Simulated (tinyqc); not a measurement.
Worked calculation (part 2 of 2): UHF in the sto-6g basis, for H2O+, spin multiplicity 2. Computed by tinyqc, a small Python program that keeps every step (integrals from PySCF). Command: `OMP_NUM_THREADS=1 python tinyqc.py 21004 21005 out.jsonl` (the two numbers bound the seeds that draw the settings). One thread of a shared host (Intel(R) Xeon(R) Processor @ 2.60GHz), about 0.4 s of CPU time with the checks.

Geometry (angstrom):
```
atom,x,y,z
O,0.000000,0.000000,0.000000
H,0.000000,0.795000,0.475000
H,0.000000,-0.748000,0.447000
```

## Iteration 10 (converged): orbitals

converged F(alpha) (hartree), lower triangle:
```
,1O 1s,1O 2s,1O 2px,1O 2py,1O 2pz,2H 1s,3H 1s
1O 1s,-21.295283
1O 2s,-5.155163,-3.060541
1O 2px,0.000000,0.000000,-1.133554
1O 2py,0.001750,0.016563,0.000000,-1.123325
1O 2pz,-0.025583,-0.166061,0.000000,0.009924,-1.069223
2H 1s,-1.335236,-1.354565,0.000000,-0.613302,-0.430757,-1.023905
3H 1s,-1.511872,-1.474992,0.000000,0.642717,-0.449894,-0.535169,-1.123938
```

converged F(beta) (hartree), lower triangle:
```
,1O 1s,1O 2s,1O 2px,1O 2py,1O 2pz,2H 1s,3H 1s
1O 1s,-21.264229
1O 2s,-5.113814,-2.858609
1O 2px,0.000000,0.000000,-0.244797
1O 2py,0.001739,0.017596,0.000000,-1.047463
1O 2pz,-0.024969,-0.152011,0.000000,0.011577,-1.007991
2H 1s,-1.323574,-1.298256,0.000000,-0.608436,-0.424871,-1.029980
3H 1s,-1.498859,-1.411396,0.000000,0.636131,-0.442917,-0.519103,-1.120514
```

X, lower triangle:
```
,1O 1s,1O 2s,1O 2px,1O 2py,1O 2pz,2H 1s,3H 1s
1O 1s,1.023065
1O 2s,-0.142001,1.307010
1O 2px,0.000000,0.000000,1.000000
1O 2py,0.000851,-0.019216,0.000000,1.157036
1O 2pz,-0.008972,0.115046,0.000000,-0.006387,1.046268
2H 1s,0.020673,-0.317382,0.000000,-0.266409,-0.130464,1.233740
3H 1s,0.021761,-0.368167,0.000000,0.290636,-0.146151,-0.090697,1.280223
```

Diagonalise F' = X^T F X, C = X C', fill 5 alpha and 4 beta electrons from the bottom; D(s) = C_occ C_occ^T. Each column has its largest component positive (the first on a tie).

F' = X^T F X (alpha) (hartree), lower triangle:
```
,1,2,3,4,5,6,7
1,-20.960710
2,-2.519259,-1.853103
3,0.000000,0.000000,-1.133554
4,-0.001237,-0.009905,0.000000,-0.777485
5,-0.029357,0.039918,0.000000,0.000116,-0.965041
6,-0.240641,-0.562729,0.000000,-0.500023,-0.273299,-0.330107
7,-0.297063,-0.630380,0.000000,0.526494,-0.292210,-0.118955,-0.319816
```

orbital energies (alpha) (hartree): MO1 -21.298756, MO2 -1.962639, MO3 -1.271307, MO4 -1.133554, MO5 -1.072878, MO6 0.104368, MO7 0.294950

coefficients C (alpha):
```
,MO1,MO2,MO3,MO4,MO5,MO6,MO7
1O 1s,0.996479,-0.233579,-0.007433,0.000000,0.071505,0.120427,0.024642
1O 2s,0.017212,0.913515,0.042215,0.000000,-0.383660,-0.969929,-0.231897
1O 2px,0.000000,0.000000,0.000000,1.000000,0.000000,0.000000,0.000000
1O 2py,-0.000374,-0.018572,0.734320,0.000000,0.018562,-0.150841,0.965359
1O 2pz,0.003122,0.168083,-0.016506,0.000000,0.896636,-0.548961,-0.112100
2H 1s,-0.003970,0.076667,0.304505,0.000000,0.160752,1.012482,-0.754928
3H 1s,-0.004588,0.089195,-0.307278,0.000000,0.145469,0.725540,1.113140
```

F' = X^T F X (beta) (hartree), lower triangle:
```
,1,2,3,4,5,6,7
1,-20.935762
2,-2.505223,-1.620841
3,0.000000,0.000000,-0.244797
4,-0.001440,-0.009298,0.000000,-0.686114
5,-0.030675,0.066457,0.000000,0.001822,-0.899000
6,-0.240283,-0.556483,0.000000,-0.508568,-0.276267,-0.360368
7,-0.296659,-0.621766,0.000000,0.533988,-0.294417,-0.118375,-0.345523
```

orbital energies (beta) (hartree): MO1 -21.266747, MO2 -1.792628, MO3 -1.230655, MO4 -1.013659, MO5 -0.244797, MO6 0.137983, MO7 0.318096

coefficients C (beta):
```
,MO1,MO2,MO3,MO4,MO5,MO6,MO7
1O 1s,0.997032,-0.221994,-0.008141,0.081411,0.000000,0.130136,0.028704
1O 2s,0.014582,0.844108,0.043844,-0.427850,0.000000,-1.007271,-0.256937
1O 2px,0.000000,0.000000,0.000000,0.000000,1.000000,0.000000,0.000000
1O 2py,-0.000336,-0.022043,0.695743,0.013097,0.000000,-0.175990,0.989393
1O 2pz,0.002805,0.175751,-0.012463,0.885298,0.000000,-0.562489,-0.123360
2H 1s,-0.003385,0.125085,0.345916,0.163632,0.000000,1.015503,-0.725366
3H 1s,-0.003923,0.144474,-0.338747,0.147007,0.000000,0.702333,1.112891
```

D(alpha) after iteration 10, lower triangle:
```
,1O 1s,1O 2s,1O 2px,1O 2py,1O 2pz,2H 1s,3H 1s
1O 1s,1.052698
1O 2s,-0.223973,0.983783
1O 2px,0.000000,0.000000,1.000000
1O 2py,-0.000166,0.006906,0.000000,0.539916
1O 2pz,0.028087,-0.191101,0.000000,0.001401,0.832490
2H 1s,-0.012632,0.021149,0.000000,0.225166,0.151984,0.124458
3H 1s,-0.012720,0.012619,0.000000,-0.224595,0.150483,-0.063326,0.123558
```

D(beta) after iteration 10, lower triangle:
```
,1O 1s,1O 2s,1O 2px,1O 2py,1O 2pz,2H 1s,3H 1s
1O 1s,1.050049
1O 2s,-0.208036,0.897709
1O 2px,0.000000,0.000000,0.000000
1O 2py,-0.000039,0.006288,0.000000,0.484716
1O 2pz,0.035956,-0.230927,0.000000,-0.000951,0.814804
2H 1s,-0.020638,0.050693,0.000000,0.240056,0.162526,0.162091
3H 1s,-0.021258,0.044146,0.000000,-0.236939,0.159747,-0.075038,0.157249
```

## Convergence

Stop when the energy changes by less than 1e-10 hartree and every element of the error matrix X^T (F D S - S D F) X (for each spin) is below 3e-06.

Course of the cycle:
```
iteration,E (hartree),change,largest element of the error matrix
1,-75.15840157,-,2.62e-01
2,-75.32078259,-1.62e-01,5.14e-02
3,-75.33195759,-1.12e-02,1.49e-02
4,-75.33307243,-1.11e-03,2.54e-03
5,-75.33310671,-3.43e-05,6.18e-04
6,-75.33310960,-2.89e-06,2.38e-04
7,-75.33310989,-2.91e-07,5.06e-05
8,-75.33310990,-1.13e-08,4.49e-06
9,-75.33310990,-1.04e-10,1.13e-06
10,-75.33310990,-3.74e-12,2.71e-07
```

PySCF UHF in the same basis, after a stability check = -75.33310990 hartree

Converged in 10 iterations.

## Populations, bond orders and dipole

overlap S, lower triangle:
```
,1O 1s,1O 2s,1O 2px,1O 2py,1O 2pz,2H 1s,3H 1s
1O 1s,1.000000
1O 2s,0.231145,1.000000
1O 2px,0.000000,0.000000,1.000000
1O 2py,0.000000,0.000000,0.000000,1.000000
1O 2pz,0.000000,0.000000,0.000000,0.000000,1.000000
2H 1s,0.059521,0.497372,0.000000,0.346203,0.206851,1.000000
3H 1s,0.067436,0.534519,0.000000,-0.361035,0.215752,0.241291,1.000000
```

Mulliken: Z minus the diagonal of D S on the atom; Loewdin: the same with S^(1/2) D S^(1/2); Mayer order: 2 sum_s sum (D(s) S)_ij (D(s) S)_ji over the two atoms.

Charges (e):
```
atom,Mulliken,Loewdin,Mulliken spin
1O,0.022066,0.282986,1.109957
2H,0.486968,0.366178,-0.056361
3H,0.490967,0.350836,-0.053596
```

Mayer bond orders:
```
pair,order
2-1,0.740953
3-1,0.737346
3-2,0.018733
```

dipole moment about the origin, x y z (debye): 0.000000  0.116758  2.606336

<S^2> of the determinant (pure state: 0.75) = 0.754252
